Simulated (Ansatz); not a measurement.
`CCCC(C)(C)C` at its PBE0-D4/def2-TZVP geometry, where that method's forces vanish. The species carries charge 0 and has multiplicity 1.

```xyz
23

C    -2.4885    0.2426    0.0828
C    -1.5985   -0.9868   -0.0154
C    -0.2093   -0.8854    0.6085
C     0.8251    0.0828    0.0027
C     0.8368   -0.0107   -1.5199
C     2.1987   -0.3270    0.5334
C     0.5731    1.5291    0.4279
H    -3.5138   -0.0009   -0.2065
H    -2.5162    0.6335    1.1040
H    -2.1547    1.0504   -0.5706
H    -2.1074   -1.8195    0.4821
H    -1.5084   -1.2881   -1.0643
H     0.2289   -1.8899    0.5692
H    -0.3124   -0.6489    1.6754
H    -0.1014    0.3415   -1.9554
H     0.9956   -1.0411   -1.8516
H     1.6429    0.6008   -1.9348
H     2.4620   -1.3372    0.2074
H     2.9757    0.3557    0.1779
H     2.2156   -0.3129    1.6272
H     1.3706    2.1782    0.0543
H     0.5573    1.6168    1.5180
H    -0.3717    1.9172    0.0479
```

Task: What forces (eV/Å) does r2SCAN-D4/def2-TZVPP give on these atoms in Ansatz? (An estimate is asked.)

Result: Ansatz gave: 
```
C1  -0.088  0.120 -0.005
C2  -0.057 -0.121 -0.063
C3   0.015 -0.095  0.104
C4   0.006  0.013 -0.010
C5   0.001 -0.006 -0.154
C6   0.155 -0.042  0.054
C7  -0.035  0.155  0.042
H8   0.012  0.007  0.006
H9   0.007 -0.001 -0.008
H10 -0.007 -0.015  0.010
H11 -0.001  0.001 -0.001
H12 -0.001 -0.005  0.001
H13  0.004 -0.006 -0.002
H14 -0.002  0.003  0.010
H15  0.004  0.000  0.006
H16 -0.005  0.004  0.004
H17 -0.006 -0.005  0.007
H18 -0.002  0.011  0.003
H19 -0.008 -0.005  0.004
H20 -0.002 -0.001 -0.009
H21 -0.006 -0.005  0.002
H22  0.000 -0.001 -0.007
H23  0.016 -0.005  0.004
```
